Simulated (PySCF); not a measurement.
# Basis-set dependence of excited states

Species: CH3 (charge +1).
SMILES: `[CH3+]`

TDDFT with PBE0 (PySCF), vertical singlets, core orbitals frozen in the response, spherical d and f functions. Geometry: PBE0-D3(BJ)/def2-SVP; no solvent, vibrations or thermal averaging.

```
      basis  functions  diffuse  S1 (eV)  S2 (eV)  S3 (eV)  S4 (eV)  S5 (eV)  LUMO (eV)  α (au)
     6-31G*         20       no     5.96     5.96    15.25    15.53    15.53     -12.86     7.8
    6-31+G*         24      yes     5.95     5.95    14.74    14.74    15.21     -12.88     7.8
   def2-SVP         29       no     5.86     5.86    14.78    15.18    15.18     -12.94     7.7
  def2-SVPD         44      yes     5.86     5.86    14.62    14.83    14.83     -12.95     8.9
  def2-TZVP         49       no     5.88     5.88    14.88    14.88    14.90     -12.88     8.7
aug-cc-pVDZ         50      yes     5.87     5.87    14.58    14.58    14.90     -12.89     9.2
 def2-TZVPD         64      yes     5.88     5.88    14.62    14.62    14.83     -12.89     9.1
aug-cc-pVTZ        115      yes     5.87     5.87    14.59    14.59    14.83     -12.89     9.2
```

Q: How much do these states and the polarisability depend on the basis?

A: States are compared by their number. Against the largest diffuse basis here (aug-cc-pVTZ, itself not a converged limit), sets without diffuse functions differ by up to 0.09 eV in S1 and 0.71 eV in S5; the smaller diffuse sets differ by up to 0.08 and 0.39 eV. State by state, the largest deviation of a set without diffuse functions is S1 0.09, S2 0.09, S3 0.66, S4 0.94, S5 0.71 eV. The same number needn't mean the same state in each row. Against aug-cc-pVTZ the polarisability deviates by -16% in 6-31G*, -15% in 6-31+G*, -16% in def2-SVP, -3% in def2-SVPD, -5% in def2-TZVP, 0% in aug-cc-pVDZ, -1% in def2-TZVPD. A single + in a Pople set puts diffuse functions on heavy atoms only.
